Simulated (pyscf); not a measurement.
A first-order saddle from PySCF, ωB97X-D3(BJ)/def2-SVP:

```xyz
10

C     -1.3448    -0.8363    -0.0180
Si    -0.4069     1.0878     0.0598
H     -1.3285    -1.7483    -0.6412
H     -2.3662    -0.4354    -0.0486
H     -1.0389    -1.1252     0.9959
H     -1.2560     1.3078     1.2819
H      0.9751     1.0863     0.5804
H     -0.9207     2.0718    -0.9142
Cl     0.7026     0.0728    -2.0178
H     -0.4938    -0.4785    -0.8627
```

Surface: singlet, charge 0. Lowest wavenumbers (cm⁻¹): 702i, 233, 250, 309, 344.

Task: What reaction is this the transition state of?

Result: `[CH3][SiH3]` + `[ClH]` <-> `[CH4]` + `[SiH3][Cl]`, a four-centre exchange read from left to right: C–Si, Cl–H broken and C–H, Cl–Si formed. At CCSD(T)/def2-TZVPP + ΔMP2(QZVPP) it lies +176.1 kJ/mol from the left side and +274.0 kJ/mol from the right (each side as separated species at their lowest minima found). The same reactants have a lower exit, to H₃C–SiH₂–Cl + H₂ (barrier +141.8 kJ/mol at ωB97M-D3(BJ), against +166.2 kJ/mol here). This is the saddle that the search found; another between the same sides may lie lower. The CCSD(T) − MP2 part came from Ansatz, without density fitting, on the same reference.
